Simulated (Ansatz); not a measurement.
A calculation with Ansatz (development build ahead of 0.2.0).

```yaml
crystal:
  periodic: [false, false, false]
  atoms:
    - { symbol: O, position_ang: [-0.01298, -0.01235, -1.20599] }
    - { symbol: C, position_ang: [-0.04718, 0.01286, -0.01042] }
    - { symbol: O, position_ang: [0.01863, 0.03734, 1.13176] }
basis:
  gaussian: { orbitals: aug-cc-pVDZ }
hamiltonian:
  xc: hf
correlation:
  method: mp2
  frozen_orbitals: { C: 1, O: 1 }
```

The input is written out in the form of the current development build from the run's settings.

Results

| Quantity | Value |
| --- | --- |
| Converged | yes |
| Reference energy | -187.65786 hartree |
| Correlation energy | -0.50839 hartree |
| Total energy | -188.16624 hartree |
| Spin squared of the determinant | 0.000 |
